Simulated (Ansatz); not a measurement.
## hcp Na (model structure)

All values below come from r²SCAN+rVV10 (Ansatz, a quantum-chemistry and plane-wave program, plane waves, PAW).

Settings: plane-wave cutoff 500 eV, 24×24×12 k mesh (along the axes of the cell as run), Fermi–Dirac smearing 0.1 eV, scalar-relativistic PAW data made under PBE.

Cell (relaxed at this level):

```
CELL_PARAMETERS angstrom
      1.87721    -3.25142     0.00000
      1.87721     3.25142     0.00000
      0.00000     0.00000     6.12732
ATOMIC_POSITIONS crystal
  Na 0.33333 0.66667 0.25000
  Na 0.66667 0.33333 0.75000
```

```json
{
  "band_gap": "none"
}
```

Note: the relaxation could raise the start's symmetry but not lower it, so the cell can be a saddle point.

Computed values are for the static lattice.

The result took around 2.3 core-minutes (rough).

A model structure was made by putting elements into a prototype or built by hand; it is no filed structure, need not be a known phase, and can be a saddle point held by its symmetry.
